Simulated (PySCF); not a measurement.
A run for PySCF: R-M06-2X/6-31G* on DMSO (SMILES CS(C)=O), a point of a torsion scan.

```python
from pyscf import gto, scf, dft, mp
from pyscf.data.elements import chemcore

mol = gto.M(
    atom='''
    C    -1.44225226   -0.05861850   -0.31000454
    S     0.02583941   -0.42539148    0.76437142
    C    -0.64854596   -2.01107964    1.43775877
    O     1.10982190   -0.79587836   -0.14332252
    H    -1.93463830   -0.97045551   -0.62643180
    H    -1.08238606    0.49547385   -1.16933869
    H    -2.12709825    0.55274722    0.26803842
    H    -0.77064586   -2.72143775    0.62766004
    H     0.06739211   -2.39647772    2.15646086
    H    -1.59277458   -1.80381001    1.92737070
    ''',
    basis='6-31g*',
    cart=True,
    charge=0, spin=0, verbose=3, max_memory=1800)
mf = dft.RKS(mol, xc='m062x')
mf.conv_tol = 1e-8
mf.max_cycle = 100
mf.kernel()
if not mf.converged:
    mf = mf.newton().run(mf.mo_coeff, mf.mo_occ)
```

Output:

```
converged SCF energy = -553.060891966443
```

Self-consistency was reached.

Cost: about 10 core-seconds (a rough figure).
